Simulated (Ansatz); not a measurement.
A nudged elastic band was laid between two geometries of AlFH2 (4 atoms, charge 0, multiplicity 1).

Computed with RKS B3LYP-D4/def2-TZVP (Ansatz).

| Item | Value |
| --- | --- |
| movable images | 5 |
| climbing image | yes |
| spring | 2.0 to 10.0 eV/Å², energy-weighted |
| optimiser | quadratic models (default) |
| start path | through a guess of the saddle point |
| force threshold | 0.05 eV/Å |
| iteration limit | 60 |
| end points | relaxed |

Image 0:

```xyz
4
Properties=species:S:1:pos:R:3
Al 0.402 0.000 0.175
F 0.447 0.000 1.829
H 1.781 0.000 -0.576
H -1.017 0.000 -0.497
```

Image 6:

```xyz
4
Properties=species:S:1:pos:R:3
Al -0.045 0.000 -0.944
F 1.309 0.000 1.471
H 1.942 0.000 0.784
H -1.594 0.000 -0.380
```

Problem. Which bonds break or form, and what moves?

Solution. Bonds broken: Al1–F2, Al1–H3. Bonds formed: F2–H3. AlFH2 becomes AlH + FH.

Problem. Give the energies along the band, and the barrier.

Solution. The run converged. The highest image is number 3 of 0 to 6, 3.47 eV above the first end and 0.47 eV above the last; the last end lies 3.00 eV above the first. Neighbouring images differ by up to 1.9 eV, so the band resolves the path poorly. Another band between the same ends (5 images) ends at a top of the same energy, where a vibrational analysis finds 1 clearly imaginary mode. The orbitals stay closed-shell, which can raise the energy where a bond breaks towards radicals; this wasn't checked here.

```csv
image,path coordinate (Å),energy (eV),Al1–F2 (Å),Al1–H3 (Å),F2–H3 (Å)
0,0.00,0.00,1.66,1.57,2.75
1,0.95,1.86,1.71,1.58,1.77
2,1.30,3.20,1.85,1.67,1.39
3,1.48,3.47,1.95,1.75,1.18
4,1.66,3.32,2.06,1.88,1.03
5,1.89,3.10,2.29,2.14,0.96
6,2.35,3.00,2.77,2.63,0.93
```

Problem. What is the geometry of the highest image?

Solution. 
```xyz
4
Properties=species:S:1:pos:R:3
Al 0.251 0.000 -0.469
F 0.972 0.000 1.339
H 1.745 0.000 0.443
H -1.356 0.000 -0.382
```

Time of the run: 41 s on 1 thread of Arm Neoverse V2 (shared host), peak memory 0.12 GiB.
